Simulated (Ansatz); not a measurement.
Geometry optimisation, RKS B3LYP/6-31G* (Ansatz 0.2.0).

Input file:

```yaml
crystal:
  periodic: [false, false, false]
  atoms:
    - { symbol: Al, position_ang: [0.0, 0.0, 0.0] }
    - { symbol: O, position_ang: [0.0, 0.0, 2.13] }
    - { symbol: H, position_ang: [-0.9095, -0.2814, 2.4671] }
    - { symbol: H, position_ang: [1.351, 0.0, -0.78] }
    - { symbol: H, position_ang: [-1.351, 0.0, -0.78] }
    - { symbol: P, position_ang: [0.1156, 2.4456, 0.8135] }
    - { symbol: H, position_ang: [0.6761, 2.4854, 2.1176] }
    - { symbol: H, position_ang: [0.927, 3.2022, -0.0729] }
    - { symbol: H, position_ang: [0.0596, 1.2596, 1.9613] }
basis:
  gaussian: { orbitals: "6-31G*" }
hamiltonian:
  xc: b3lyp
relax:
  f_tol: 0.15
  max_steps: 25
  restrain:
    - { distance: [0, 5], at: 3.48, k: 30.0 }
    - { distance: [8, 1], at: 2.21, k: 30.0 }
    - { distance: [0, 1], at: 1.78, k: 30.0 }
    - { distance: [8, 5], at: 1.42, k: 30.0 }
```

Run as:

```bash
$ ansatz run input.yaml --threads 1 --pin off --max-ram 2048MiB --backend cpu --events-out ev --progress --plain --runs-dir out
```

Task: Where does it end, and by what steps?

Result: The forces met the threshold. The restraints hold the end off the free minimum. After 7 steps the energy has fallen by 2.922 eV (the restraints' own energy left out); H7 moved furthest, 0.88 Å. Parted: Al1–P6 (2.58 → 3.48 Å).

| step | energy less start (eV) | largest force component (eV/Å) | accepted |
| --- | --- | --- | --- |
| 0 | 0.0000 | 4.214 | yes |
| 1 | 0.5009 | 3.389 | yes |
| 2 | 0.0027 | 2.632 | yes |
| 3 | -1.1350 | 2.039 | yes |
| 4 | -2.2312 | 1.488 | yes |
| 5 | -2.7617 | 0.762 | yes |
| 6 | -2.8985 | 0.706 | yes |
| 7 | -2.9217 | 0.720 | yes |

```xyz
9
Properties=species:S:1:pos:R:3
Al -0.040 -0.247 0.097
O -0.078 -0.546 1.825
H -0.940 -0.703 2.235
H 1.403 -0.153 -0.546
H -1.397 -0.057 -0.702
P 0.007 3.048 1.229
H 1.110 3.246 2.105
H 0.849 2.868 0.091
H -0.045 1.655 1.522
```

Run time: 25 s on 1 thread of Arm Neoverse V1, on a shared host, peak memory 0.13 GiB.
